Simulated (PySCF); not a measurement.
Molecule: `C1C(N=C=O)C1`, C4H5NO.

Bonds (- single, = double, # triple, : aromatic): O1=C2 1.173 Å, C2=N3 1.196 Å, N3-C4 1.402 Å, C4-C5 1.502 Å, C5-C6 1.502 Å, C6-C4 1.502 Å. C4 carries H7; C5 carries H8, H9; C6 carries H10, H11. H9, H10 are cis to N3 on the ring; H8, H11 are trans to N3 on the ring.

Spin–spin couplings on one PBE0-D3(BJ)/def2-SVP geometry, PySCF 2.14, gas phase, non-relativistic, equivalent pairs averaged (spin–dipole term only in couplings to heteroatoms); isotopes $^{13}$C, $^{1}$H, $^{15}$N; basis pcJ-1.

Task: How do the couplings (Hz) change with the functional? Times are CPU seconds on 1 thread of an Arm Neoverse N1, shared host.

Result: 
```tsv
functional	functions	$^{1}J$(C4,H7)	$^{1}J$(C5,H8)	$^{1}J$(C5,H9)	$^{1}J$(C2,N3)	$^{1}J$(N3,C4)	$^{1}J$(C4,C5)	$^{1}J$(C5,C6)	core-s
HF	212	227.3	201.2	199.5	-79.1	-39.2	37.4	35.0	25
LDA	212	147.3	133.7	133.0	-61.5	-15.0	4.5	4.7	22
PBE	212	175.4	157.2	156.9	-63.2	-18.4	10.8	10.8	30
KT2	212	191.9	168.0	168.1	-51.6	-10.7	3.1	3.8	32
PBE0	212	181.3	161.9	161.0	-65.0	-21.6	14.7	14.3	32
B97-2	212	173.1	155.0	154.1	-63.8	-22.3	13.7	13.6	32
```
